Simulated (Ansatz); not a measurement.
Ansatz (a quantum-chemistry and plane-wave program) input (HF/3-21G): The .json file is the Basis Set Exchange's 3-21G.

Ansatz 0.2 input:
```yaml
crystal:
  periodic: [false, false, false]
  atoms:
    - {symbol: Na, position_ang: [-0.00000000, -0.00000000, -1.82529620]}
    - {symbol: Cl, position_ang: [0.00000000, 0.00000000, 1.18107401]}
basis:
  gaussian:
    orbitals: 3-21G.json
hamiltonian:
  xc: {name: HF}
total_charge: 1
magnetization: {spin_polarized: true, initial_magnetization: 1}
phonons: {temperatures: {t_min: 298.15, t_max: 298.15, t_step: 100}}
```

Which harmonic wavenumbers does it give?

123 cm⁻¹ (unscaled; negative means imaginary).
